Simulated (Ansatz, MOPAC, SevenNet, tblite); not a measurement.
Elastic constant C13 of trigonal Te: levels of theory against measurement

Reference value: 26 GPa (measured, temperature not stated, no zero-point or thermal correction; as tabulated in Yi et al. (2018), arXiv:1712.00894).

| level (code) | value (GPa) | cell (Å³/atom) | difference (%) |
|---|---|---|---|
| GFN1-xTB (tblite) | 108 | 27.37 | +315 |
| PM7 semi-empirical Hartree-Fock (MOPAC) | 15.9 | 30.80 | -39 |
| SevenNet-l3i5 | 25.6 | 35.41 | -1.5 |
| PBE (Ansatz) | 19.3 | 35.12 | -26 |
| r²SCAN (Ansatz) | 16.5 | 36.41 | -37 |

Leaving aside PM7 semi-empirical Hartree-Fock (MOPAC) (doubt noted below): The reference's temperature isn't stated, so close values are not ranked against it. Off by more than 25 %, or 35 % on the side where a correction would as a rule narrow the miss (bounds picked here): GFN1-xTB (+315 %), r²SCAN (-37 %), PBE (-26 %).

The reference isn't brought to a static lattice, while the calculations are for one, so the differences are not the levels' errors alone.  GFN1-xTB, PM7 semi-empirical Hartree-Fock (MOPAC): the method was fitted mainly to molecules. GFN1-xTB, PM7 semi-empirical Hartree-Fock (MOPAC): the run uses a supercell at the zone centre in place of a k mesh. PM7 semi-empirical Hartree-Fock (MOPAC): the cell has another shape than the first-principles one, perhaps another minimum in the same group. PBE, r²SCAN: the cell comes from a level without a dispersion term, which matters for the spacing of layers, chains or molecules. Each level is taken at its own relaxed cell. Cutoffs and k meshes differ between the levels. Ansatz's density-functional and Hartree–Fock values are scalar-relativistic unless marked +SOC, with PAW data made under PBE.

Machine-learned potentials (SevenNet-l3i5) are trained on DFT data: a solid inside that data is no test of them.

Differences are worked out from the printed values.

Ansatz is a first-principles code.
